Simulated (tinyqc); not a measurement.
Inside a calculation. Method: RKS/B3LYP (VWN-RPA form) in the sto-3g basis, for H2O, spin multiplicity 1. One step of it, computed by the program tinyqc.

Problem. Iteration 2: building the Kohn-Sham matrix. J_ij = sum D_kl (ij|kl), K_ij = sum D_kl (ik|jl); F = H + J - 0.1 K + V_xc; E = tr D H + tr D J / 2 - 0.05 tr D K + E_xc + E_nn.

D after iteration 1, lower triangle:
```
            1O 1s      1O 2s    1O 2px     1O 2py     1O 2pz     2H 1s     3H 1s
1O 1s    2.131191
1O 2s   -0.584885   2.598853
1O 2px   0.000000   0.000000  2.000000
1O 2py   0.000000   0.000000  0.000000   2.243609
1O 2pz  -0.040236   0.247213  0.000000   0.000000   2.123649
2H 1s    0.058446  -0.254293  0.000000  -0.195249  -0.150204  0.049437
3H 1s    0.058446  -0.254293  0.000000   0.195249  -0.150204  0.015454  0.049437
```

core Hamiltonian H = T + V (hartree), lower triangle:
```
             1O 1s      1O 2s     1O 2px     1O 2py     1O 2pz      2H 1s      3H 1s
1O 1s   -32.810968
1O 2s    -7.634120  -9.414811
1O 2px    0.000000   0.000000  -7.522713
1O 2py    0.000000   0.000000   0.000000  -7.723218
1O 2pz   -0.020593  -0.234604   0.000000   0.000000  -7.617790
2H 1s    -2.078590  -4.221087   0.000000  -2.295379  -1.659974  -5.379936
3H 1s    -2.078590  -4.221087   0.000000   2.295379  -1.659974  -1.838498  -5.379936
```

Two-electron integrals (ij|kl) in chemists' order, unique and non-zero (hartree):
```
(11|11) 4.785065    (21|11) 0.741380    (21|21) 0.136873    (22|11) 1.118947
(22|21) 0.256633    (22|22) 0.817206    (31|31) 0.024477    (32|31) 0.037809
(32|32) 0.180518    (33|11) 1.115814    (33|21) 0.256684    (33|22) 0.817023
(33|33) 0.880159    (41|41) 0.024477    (42|41) 0.037809    (42|42) 0.180518
(43|43) 0.047444    (44|11) 1.115814    (44|21) 0.256684    (44|22) 0.817023
(44|33) 0.785270    (44|44) 0.880159    (51|51) 0.024477    (52|51) 0.037809
(52|52) 0.180518    (53|53) 0.047444    (54|54) 0.047444    (55|11) 1.115814
(55|21) 0.256684    (55|22) 0.817023    (55|33) 0.785270    (55|44) 0.785270
(55|55) 0.880159    (61|11) 0.204072    (61|21) 0.037314    (61|22) 0.069368
(61|33) 0.069240    (61|41) 0.001394    (61|42) 0.002594    (61|44) 0.069505
(61|51) 0.000960    (61|52) 0.001787    (61|54) 0.000182    (61|55) 0.069366
(61|61) 0.010301    (62|11) 0.456093    (62|21) 0.105739    (62|22) 0.368116
(62|33) 0.362229    (62|41) 0.006448    (62|42) 0.047535    (62|44) 0.373982
(62|51) 0.004440    (62|52) 0.032733    (62|54) 0.008093    (62|55) 0.367802
(62|61) 0.029292    (62|62) 0.198751    (63|31) 0.011543    (63|32) 0.065423
(63|43) 0.010082    (63|53) 0.006943    (63|63) 0.029674    (64|11) 0.255856
(64|21) 0.060136    (64|22) 0.223705    (64|33) 0.213370    (64|41) 0.014800
(64|42) 0.093166    (64|44) 0.240726    (64|51) 0.002243    (64|52) 0.019104
(64|54) 0.011895    (64|55) 0.216780    (64|61) 0.017458    (64|62) 0.146740
(64|64) 0.136922    (65|11) 0.176186    (65|21) 0.041411    (65|22) 0.154047
(65|33) 0.146929    (65|41) 0.002243    (65|42) 0.019104    (65|44) 0.151882
(65|51) 0.013088    (65|52) 0.078579    (65|54) 0.013492    (65|55) 0.163163
(65|61) 0.012022    (65|62) 0.101047    (65|64) 0.073852    (65|65) 0.080530
(66|11) 0.567956    (66|21) 0.133795    (66|22) 0.529845    (66|33) 0.508285
(66|41) 0.011379    (66|42) 0.112091    (66|44) 0.551742    (66|51) 0.007836
(66|52) 0.077188    (66|54) 0.029925    (66|55) 0.528892    (66|61) 0.037468
(66|62) 0.346783    (66|64) 0.292901    (66|65) 0.201696    (66|66) 0.774606
(71|11) 0.204072    (71|21) 0.037314    (71|22) 0.069368    (71|33) 0.069240
(71|41) -0.001394   (71|42) -0.002594   (71|44) 0.069505    (71|51) 0.000960
(71|52) 0.001787    (71|54) -0.000182   (71|55) 0.069366    (71|61) 0.010134
(71|62) 0.028329    (71|64) 0.015320    (71|65) 0.011630    (71|66) 0.035702
(71|71) 0.010301    (72|11) 0.456093    (72|21) 0.105739    (72|22) 0.368116
(72|33) 0.362229    (72|41) -0.006448   (72|42) -0.047535   (72|44) 0.373982
(72|51) 0.004440    (72|52) 0.032733    (72|54) -0.008093   (72|55) 0.367802
(72|61) 0.028329    (72|62) 0.163023    (72|64) 0.082346    (72|65) 0.080554
(72|66) 0.236577    (72|71) 0.029292    (72|72) 0.198751    (73|31) 0.011543
(73|32) 0.065423    (73|43) -0.010082   (73|53) 0.006943    (73|63) 0.023588
(73|73) 0.029674    (74|11) -0.255856   (74|21) -0.060136   (74|22) -0.223705
(74|33) -0.213370   (74|41) 0.014800    (74|42) 0.093166    (74|44) -0.240726
(74|51) -0.002243   (74|52) -0.019104   (74|54) 0.011895    (74|55) -0.216780
(74|61) -0.015320   (74|62) -0.082346   (74|64) -0.018338   (74|65) -0.039681
(74|66) -0.103602   (74|71) -0.017458   (74|72) -0.146740   (74|74) 0.136922
(75|11) 0.176186    (75|21) 0.041411    (75|22) 0.154047    (75|33) 0.146929
(75|41) -0.002243   (75|42) -0.019104   (75|44) 0.151882    (75|51) 0.013088
(75|52) 0.078579    (75|54) -0.013492   (75|55) 0.163163    (75|61) 0.011630
(75|62) 0.080554    (75|64) 0.039681    (75|65) 0.062784    (75|66) 0.128605
(75|71) 0.012022    (75|72) 0.101047    (75|74) -0.073852   (75|75) 0.080530
(76|11) 0.185569    (76|21) 0.043338    (76|22) 0.161469    (76|33) 0.158132
(76|44) 0.161536    (76|51) 0.002973    (76|52) 0.025162    (76|55) 0.164573
(76|61) 0.011865    (76|62) 0.084639    (76|64) 0.053661    (76|65) 0.048380
(76|66) 0.147934    (76|71) 0.011865    (76|72) 0.084639    (76|74) -0.053661
(76|75) 0.048380    (76|76) 0.042577    (77|11) 0.567956    (77|21) 0.133795
(77|22) 0.529845    (77|33) 0.508285    (77|41) -0.011379   (77|42) -0.112091
(77|44) 0.551742    (77|51) 0.007836    (77|52) 0.077188    (77|54) -0.029925
(77|55) 0.528892    (77|61) 0.035702    (77|62) 0.236577    (77|64) 0.103602
(77|65) 0.128605    (77|66) 0.354686    (77|71) 0.037468    (77|72) 0.346783
(77|74) -0.292901   (77|75) 0.201696    (77|76) 0.147934    (77|77) 0.774606
```

nuclear repulsion = 9.92864959 hartree

V_xc (hartree), lower triangle:
```
            1O 1s      1O 2s     1O 2px     1O 2py     1O 2pz      2H 1s      3H 1s
1O 1s   -2.447485
1O 2s   -0.353643  -0.686047
1O 2px   0.000000   0.000000  -0.687250
1O 2py   0.000000   0.000000   0.000000  -0.681098
1O 2pz  -0.001049   0.001457   0.000000   0.000000  -0.684717
2H 1s   -0.098113  -0.278482   0.000000  -0.156418  -0.107245  -0.310277
3H 1s   -0.098113  -0.278482   0.000000   0.156418  -0.107245  -0.107920  -0.310277
```

E_xc = sum of w rho eps_xc = -8.19462283 hartree

Give: Coulomb J; exchange K; Kohn-Sham matrix F; total energy of this density.

Solution.

Coulomb J (hartree), lower triangle:
```
          1O 1s    1O 2s  1O 2px   1O 2py  1O 2pz   2H 1s   3H 1s
1O 1s   18.6833
1O 2s    3.5651   8.8424
1O 2px   0.0000   0.0000  8.8388
1O 2py   0.0000   0.0000  0.0000   8.8301
1O 2pz   0.0037  -0.0004  0.0000   0.0000  8.8347
2H 1s    0.9712   3.8756  0.0000   2.3066  1.5872  5.3643
3H 1s    0.9712   3.8756  0.0000  -2.3066  1.5872  1.6665  5.3643
```

exchange K (hartree), lower triangle:
```
         1O 1s   1O 2s  1O 2px   1O 2py  1O 2pz   2H 1s   3H 1s
1O 1s   9.8516
1O 2s   1.7202  2.8829
1O 2px  0.0000  0.0000  2.3724
1O 2py  0.0000  0.0000  0.0000   2.3740
1O 2pz  0.0015  0.0129  0.0000   0.0000  2.3720
2H 1s   0.4903  1.1801  0.0000   0.5676  0.3843  0.7535
3H 1s   0.4903  1.1801  0.0000  -0.5676  0.3843  0.4197  0.7535
```

Kohn-Sham matrix F (hartree), lower triangle:
```
           1O 1s    1O 2s  1O 2px   1O 2py   1O 2pz    2H 1s    3H 1s
1O 1s   -17.5603
1O 2s    -4.5947  -1.5468
1O 2px    0.0000   0.0000  0.3916
1O 2py    0.0000   0.0000  0.0000   0.1884
1O 2pz   -0.0181  -0.2348  0.0000   0.0000   0.2950
2H 1s    -1.2545  -0.7419  0.0000  -0.2019  -0.2185  -0.4013
3H 1s    -1.2545  -0.7419  0.0000   0.2019  -0.2185  -0.3219  -0.4013
```

total energy of this density = -73.887394 hartree
